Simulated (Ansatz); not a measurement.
# C₃H₃F: single points off equilibrium

An exercise on one series of results from a longer session: the logs are not shown, and one member is left open.

The runs use Ansatz 0.2.0, Gaussian basis; single points in def2-TZVPP.

Cores are frozen in the correlated methods.

## Where the work starts

SMILES `C#CCF`, 7 atoms, charge 0, spin multiplicity 1.

Atoms are counted from 1 here; the program's logs count them from 0.

Bond lengths: C1–C2 1.233 Å, C1–H5 1.043 Å, C2–C3 1.554 Å, C3–F4 1.344 Å, C3–H6 0.981 Å, C3–H7 1.155 Å. Angles: C2–C1–H5 176.3°, C1–C2–C3 178.8°, C2–C3–F4 109.1°, C2–C3–H6 108.8°, C2–C3–H7 103.2°, F4–C3–H6 106.7°, F4–C3–H7 105.3°, H6–C3–H7 123.1°.

Coordinates:

```xyz
7

C    -1.1060    0.9609   -0.9685
C    -0.2866    0.3295   -0.2971
C     0.7248   -0.4914    0.5497
F     0.1762   -1.6779    0.8638
H    -1.7500    1.5079   -1.5797
H     1.5153   -0.6820    0.0012
H     0.7731    0.0942    1.5443
```

The first run:

Input file run/in.yaml:

```yaml
crystal:
  periodic: [false, false, false]
  atoms:
    - {symbol: C, position_ang: [-1.106000, 0.960900, -0.968500]}
    - {symbol: C, position_ang: [-0.286600, 0.329500, -0.297100]}
    - {symbol: C, position_ang: [0.724800, -0.491400, 0.549700]}
    - {symbol: F, position_ang: [0.176200, -1.677900, 0.863800]}
    - {symbol: H, position_ang: [-1.750000, 1.507900, -1.579700]}
    - {symbol: H, position_ang: [1.515300, -0.682000, 0.001200]}
    - {symbol: H, position_ang: [0.773100, 0.094200, 1.544300]}
basis:
  gaussian: {orbitals: def2-TZVPP}
correlation: {method: ccsd_t}
output: {forces: true}
```

The command line of these runs was not kept.

Among the steps run: CCSD(T)/def2-TZVPP; PBE0-D4/def2-TZVPP; wB97M-V/def2-TZVPP; r2SCAN-D4/def2-TZVPP; PBE-D4/def2-TZVPP; BLYP-D4/def2-TZVPP; wB97X-V/def2-TZVPP.

One of the session's tables, all rows but one given; the rest of the session is left out.

| method | RMS force component (eV/Å) | angle to CCSD(T) forces (°) | dipole (D) |
| --- | --- | --- | --- |
| CCSD(T) | 2.173 | reference | 1.48 |
| PBE0-D4 | 2.329 | 8.7 | 1.45 |
| wB97M-V | ? | ? | ? |
| r2SCAN-D4 | 2.278 | 6.4 | 1.40 |
| PBE-D4 | 2.261 | 4.5 | 1.35 |
| BLYP-D4 | 2.236 | 6.9 | 1.38 |
| wB97X-V | 2.369 | 10.5 | 1.47 |

**Question.** Estimate the row for wB97M-V.

As computed: RMS force component (eV/Å): 2.316; angle to CCSD(T) forces (°): 10.9; dipole (D): 1.45. In the column «RMS force component (eV/Å)» it lies between r2SCAN-D4 (2.278) and PBE0-D4 (2.329).
